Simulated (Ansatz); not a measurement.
Potential energy curve for CH, doublet.

- UKS-PBE = unrestricted PBE/def2-SVP in Ansatz (a quantum-chemistry and plane-wave program)
- FCI = Ansatz with full CI/def2-SVP, frozen core

Energies relative to the lowest point of each curve near equilibrium, in kJ/mol; the last columns give the error against full CI:

| R / Å | UKS-PBE | FCI | UKS-PBE − FCI |
|---|---|---|---|
| 0.89 | 140.4 | 135.3 | 5.0 |
| 0.96 | 62.9 | 58.4 | 4.6 |
| 1.01 | 30.0 | 26.3 | 3.7 |
| 1.05 | 13.6 | 10.9 | 2.7 |
| 1.08 | 6.0 | 4.1 | 1.9 |
| 1.13 | 0.3 | 0.0 | 0.3 |
| 1.15 | 0.0 | 0.4 | -0.4 |
| 1.22 | 6.0 | 9.0 | -3.0 |
| 1.25 | 11.1 | 15.2 | -4.1 |
| 1.31 | 24.7 | 31.0 | -6.3 |
| 1.39 | 47.5 | 56.3 | -8.8 |
| 1.54 | 97.6 | 109.0 | -11.4 |
| 1.68 | 146.6 | 156.9 | -10.4 |
| 1.88 | 212.5 | 215.3 | -2.8 |
| 2.00 | 247.5 | 243.0 | 4.4 |
| 2.24 | 298.0 | 282.4 | 15.6 |
| 2.48 | 324.5 | 304.5 | 20.0 |
| 2.77 | 339.3 | 317.3 | 22.0 |
| 3.09 | 346.0 | 323.0 | 23.0 |
| 3.42 | 348.8 | 325.3 | 23.6 |
| 3.91 | 350.4 | 326.4 | 24.0 |
| 4.58 | 351.0 | 326.7 | 24.3 |

UKS-PBE is furthest from FCI at 4.58 (24.3 kJ/mol, above); its mean absolute error over the points is 10.1 kJ/mol.

The unrestricted determinant behind UKS-PBE is spin-contaminated at 0.89 to 1.15, 2.24 to 4.58 Å (<S²> up to 1.8, against 0.75 for a pure doublet).
